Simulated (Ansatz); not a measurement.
Two shapes of doublet SO₂(+).

Shape 1:

```xyz
3

S    -0.1625    0.0495    0.3019
O     0.9280   -0.8359    0.1419
O    -0.5905    0.8014   -0.8163
```

Shape 2:

```xyz
3

S    -0.1318   -0.0061    0.3873
O     0.9225   -0.8294    0.1370
O    -0.6156    0.8505   -0.8966
```

Basis set: def2-SVP (spherical functions). Frozen core: 7 orbitals. Charge 1, multiplicity 2.

Computed with Ansatz (development build ahead of 0.2.0); each method stands on the lowest determinant of its kind that the runs found.

Task: Which shape is lower in energy, and by how much in each method?

Result:

```json
{"method": "UHF", "E(2) − E(1) (eV)": "-0.330"}
{"method": "UHF-MP2", "E(2) − E(1) (eV)": "-0.394"}
```

Shape 2 is lower. Caution: the unrestricted determinant is spin contaminated; the determinant breaks the point group. Caution for UHF-MP2: MP2 forces lie far from those of the mean fields.
